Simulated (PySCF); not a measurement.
Gas-phase reaction: Si(NH₂)₄ + H₂SiNH + 2 Cl + 3 SiH₃Cl = 5 SiH₂ClNH₂

Computed with PySCF (xtb for GFN2) and rigid-rotor harmonic-oscillator thermochemistry at 1 bar. † marks an energy on the PBE0/def2-TZVP geometry and frequencies; other levels use their own. CCSD(T) freezes the core. 6-31G* has spherical d functions here. Open shells (unrestricted): Cl (multiplicity 2, electronic degeneracy 6); the rest are closed-shell singlets. GFN2 has no spin-polarisation term. Spin-orbit splitting is ignored; it lowers the true energy and changes the entropy of Cl. B3LYP is the form with VWN-RPA correlation. Si(NH₂)₄, H₂SiNH, SiH₂ClNH₂: computed as isolated molecules; such fragments, hydroxides, amides, oligomers or adducts are transient or little studied in the gas. CCSD(T) isn't extrapolated to the basis-set limit. The harmonic model lacks anharmonicity and excited electronic states, which grow with temperature; levels with a mode under 35 cm⁻¹ are left out. Internal rotation in Si(NH₂)₄, SiH₂ClNH₂ is treated as a harmonic vibration of one conformer, which makes the entropy rough. Warning, large T1 diagnostic: H₂SiNH (CCSD(T)/def2-SVP†).

| level | ΔE electronic, kJ | ΔH°(298 K), kJ | ΔS°(298 K), J/K | ΔG°(1600 K), kJ |
|---|---|---|---|---|
| B3LYP/6-31G* | -809 | -787 | -204 | -458 |
| CCSD(T)/def2-SVP† | -778 | -757 | -200 | -433 |
| GFN2-xTB | -704 | -689 | -191 | -387 |
| PBE/def2-TZVP† | -854 | -833 | -200 | -510 |
| PBE0/def2-TZVP | -862 | -841 | -200 | -518 |
| r2SCAN/def2-TZVP† | -862 | -841 | -200 | -517 |
| ωB97M-V/def2-TZVP† | -864 | -843 | -200 | -520 |
| ωB97X-V/def2-TZVP† | -863 | -842 | -200 | -519 |
ΔH° is lowest at ωB97M-V/def2-TZVP† and highest at GFN2-xTB. No reference value is set beside these.
